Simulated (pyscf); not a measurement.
A first-order saddle from PySCF, ωB97X-D3(BJ)/def2-SVP:

```xyz
8

F     -1.7706     0.3112     1.0627
Ti    -0.0154     0.5232    -0.0233
F      0.0148     2.2082     0.3449
F     -0.7801     0.1856    -1.5293
F      1.6605     0.2567    -0.3720
O      0.0252    -0.8905     1.3186
H     -1.0843    -0.4558     1.5448
H      0.7346    -1.2162     1.8820
```
Charge 0, spin multiplicity 1.

Surface: singlet, charge 0. Lowest wavenumbers (cm⁻¹): 710i, 69, 178, 195, 226.

Problem. Name the species on either side of this saddle.

Solution. F–Ti(F)(F)–F (SMILES [F][Ti]([F])([F])[F]) + H₂O (SMILES O) <-> HF (SMILES F) + HO–Ti(F)(F)–F (SMILES [OH][Ti]([F])([F])[F]), a four-centre exchange read from left to right: F–Ti, H–O broken and F–H, O–Ti formed. At ωB97M-D3(BJ)/def2-TZVP it lies +8.9 kcal/mol from the left side and -0.8 kcal/mol from the right (each side as separated species at their lowest minima found). On the reactant side the descent ends in an adduct with a O–Ti contact (not fully relaxed), 14.4 kcal/mol under the separated species and 22.5 kcal/mol under the saddle at ωB97X-D3(BJ)/def2-TZVP. On the product side the descent ends in an adduct with a F–Ti contact, 6.8 kcal/mol under the separated species and 5.3 kcal/mol under the saddle at ωB97X-D3(BJ)/def2-TZVP. At ωB97M-D3(BJ) the saddle lies under the separated products, which points to a path from their complex (located at ωB97X-D3(BJ) alone), and parting the products costs more than the saddle. What is counted as formed (O–Ti) is already present as a longer contact in the reactant adduct; forming that adduct is a step of its own. What is counted as broken (F–Ti) persists as a longer contact in the product adduct; parting that adduct is a step of its own. This is the saddle that the search found; another between the same sides may lie lower.
